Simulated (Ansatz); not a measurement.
Reaction (SMILES): N#N (N2) + 3 [H][H] (H2) → 2 N (NH3)
B3LYP-D3(BJ)/def2-TZVP geometries, fixed; electronic energies without zero-point terms.
Largest species:
```
N
H 1 1.0136
H 1 1.0136 2 107.33
H 1 1.0136 2 107.33 3 -115.09
```
Charge 0, spin multiplicity 1.

Energies in hartree at MP2 with Ansatz (a first-principles code); the energy of full hydrogenation is their sum with the coefficients shown, times 627.509 kcal/mol a hartree. All functions are spherical. Cores are frozen. No added dispersion term, no relativity.

| species | coefficient | part | cc-pVDZ | cc-pVTZ | cc-pVQZ |
|---|---|---|---|---|---|
| N#N (N2) | -1 | Hartree-Fock | -108.95491 | -108.98466 | -108.99234 |
| N#N (N2) | -1 | correlation | -0.30426 | -0.37184 | -0.39696 |
| [H][H] (H2) | -3 | Hartree-Fock | -1.12874 | -1.13293 | -1.13342 |
| [H][H] (H2) | -3 | correlation | -0.02641 | -0.03169 | -0.03312 |
| N (NH3) | +2 | Hartree-Fock | -56.19547 | -56.21775 | -56.22299 |
| N (NH3) | +2 | correlation | -0.18633 | -0.23511 | -0.25157 |

Q: Predict the energy of full hydrogenation in cc-pV5Z (X = 5): let each Hartree-Fock step shrink by the ratio of the last two, and fit each correlation energy at X = 3 and 4 to E + A/X^3. Compare with the run.

A: 
- N#N (N2): steps -0.02975 and -0.00768, ratio 0.258, so Hartree-Fock -108.99432 (run: -108.99402); A = (-0.37184 - (-0.39696))/(1/27 - 1/64) = 1.1732, correlation -0.39696 - A/64 + A/125 = -0.40591 (run: -0.40734).
- [H][H] (H2): steps -0.00419 and -0.00049, ratio 0.117, so Hartree-Fock -1.13348 (run: -1.13357); A = (-0.03169 - (-0.03312))/(1/27 - 1/64) = 0.0668, correlation -0.03312 - A/64 + A/125 = -0.03363 (run: -0.03367).
- N (NH3): steps -0.02228 and -0.00524, ratio 0.235, so Hartree-Fock -56.22422 (run: -56.22463); A = (-0.23511 - (-0.25157))/(1/27 - 1/64) = 0.7687, correlation -0.25157 - A/64 + A/125 = -0.25743 (run: -0.25798).
Predicted -38.74 kcal/mol; the run in cc-pV5Z gives -38.99, a miss of 0.25. Keeping the value in cc-pVQZ, -37.78, would miss by 1.22. All sums are of the energies as printed.
